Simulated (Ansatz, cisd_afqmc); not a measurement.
System: CHN, charge 0, singlet. CHN (SMILES [C-]#[NH+]).
NHTBH set geometry:
```xyz
3

C      0.0000     0.0000    -0.7393
N      0.0000     0.0000     0.4301
H      0.0000     0.0000     1.4250
```

Total energies in aug-cc-pVDZ, 10 correlated electrons, 2 frozen orbitals. UHF or UKS for unpaired electrons; spin-orbit terms are left out. Correlated methods leave the cores frozen. No relativity. The Monte Carlo rows (phaseless AFQMC, CISD trial, step 0.005/hartree) carry one-sigma bars that omit the constraint's bias. Outlying blocks are dropped, and bars are widened where a walk drifts. Over all cases where full CI ran beside it in this data, AFQMC minus full CI had a median of +0.1 mEh and passed +0.4 mEh in a tenth of the cases.

```csv
method,program,energy (Eh),minus CCSDT(Q) (mEh)
HF,Ansatz,-92.87148,310.34
MP2,Ansatz,-93.15393,27.90
CCSD,Ansatz,-93.16728,14.54
CCSD(T),Ansatz,-93.18033,1.50
CCSDT(Q),Ansatz,-93.18182,0.00
AFQMC/CISD,cisd_afqmc,-93.1815 ± 0.0004,0.3 ± 0.4
```

Rough core times of Ansatz's runs on a shared machine: CCSD(T) under 20 s, CCSDT(Q) 40 s.

Ansatz is a program for electronic structure.
